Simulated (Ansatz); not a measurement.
Input for Ansatz (a quantum-chemistry and plane-wave program): R-B3LYP/def2-TZVPP on phosphine (SMILES P), atoms moved off the minimum.

Ansatz 0.2 input:
```yaml
crystal:
  periodic: [false, false, false]
  atoms:
    - {symbol: P, position_ang: [-0.01326411, -0.01042296, 0.08490465]}
    - {symbol: H, position_ang: [-0.59784143, 1.05924051, -0.55520523]}
    - {symbol: H, position_ang: [1.13267844, -0.01741766, -0.73902742]}
    - {symbol: H, position_ang: [-0.70206344, -0.98829249, -0.62687248]}
basis:
  gaussian:
    orbitals: def2-TZVPP
hamiltonian:
  xc: {name: B3LYP}
scf: {lower_state_search: off}
output: {forces: true}
```

Output:

```
WARN ansatz: RAYON_NUM_THREADS=1 ignored (pool sized by the plan → 1); use --threads N
Functional definition: B3LYP
these checks for a lower state are left out or cut short: stability, starts, cluster_reference, orbital_swaps, neighbouring_geometries, increment
integrals: 0.01 GiB planned
474 factors; their error is unknown
mean field: 0.17 GiB planned
mean field evaluation 1: about -9337.7212 eV, gradient 1.3e1 eV
mean field evaluation 2: about -9338.0219 eV, gradient 1.1e1 eV
mean field evaluation 4: about -9338.3056 eV, gradient 3.2e-1 eV
mean field evaluation 8: about -9338.3029 eV, gradient 3.1e-3 eV
mean field -9338.30288717 eV, -343.1763013746 hartree, gradient 8.5e-6 eV, S^2 0.000000; 0 other end points of the search recorded, 0 dependent functions left out
the calculation of the forces begins
reference -9338.30308208 eV, -343.1763085372 hartree; 9, 9 occupied and 75, 75 virtual orbitals, 474 factors
Total energy: -9338.30308208 eV, -343.1763085372 hartree
Atom 0 at    -0.013264    -0.010423     0.084905 Å, force     0.609545    -0.276228     1.018462 eV/Å
Atom 1 at    -0.597841     1.059241    -0.555205 Å, force    -0.415315     0.651018    -0.492090 eV/Å
Atom 2 at     1.132678    -0.017418    -0.739027 Å, force     0.037607    -0.051991    -0.136451 eV/Å
Atom 3 at    -0.702063    -0.988292    -0.626872 Å, force    -0.231836    -0.322800    -0.389921 eV/Å
Dipole moment:    -0.016307     0.006601    -0.140554 e Å
Checks for a lower state left out: stability, starts, cluster_reference, orbital_swaps, neighbouring_geometries, increment
```

The run converged.

Cost: very roughly 0.9 core-seconds.
